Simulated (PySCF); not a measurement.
Compound: CH6N (charge +1).
SMILES with atom numbers: `[CH3:1][NH3+:2]` (hydrogens: H3, H4, H5 on C1; H6, H7, H8 on N2)

Method used: EOM-EE-CCSD/aug-cc-pVDZ in PySCF, restricted Hartree–Fock reference, 2 core orbitals frozen, non-relativistic, gas phase, PBE0-D3(BJ)/def2-SVP geometry.

**Question.** Give the EOM-CCSD singlets and triplets.

**Answer.** 
| state | E (eV) | cm⁻¹ | main singles (HF orbitals, share of the singles part) |
| --- | --- | --- | --- |
| singlet 1 (×2) | 11.11 | 89610 | HOMO→LUMO 78 %, HOMO→LUMO+6 11 % |
| triplet 1 (×2) | 10.76 | 86790 | HOMO→LUMO 70 %, HOMO→LUMO+6 11 % |

×n marks degenerate levels (orbitals of the first member shown); a last level whose partners the search may have cut is left out.

**Question.** What is the vertical gap between the lowest excited singlet and the lowest triplet?

**Answer.** 11.11 − 10.76 = 0.35 eV (34 kJ/mol). Both are led by HOMO→LUMO.

The first EOM-IP-CCSD ionisation energy is 20.47 eV, 9.36 eV above the singlet.

T1 diagnostic 0.007. EOM-CCSD puts states of mainly double-excitation character too high. An iterative search for so few roots can pass over a low state.
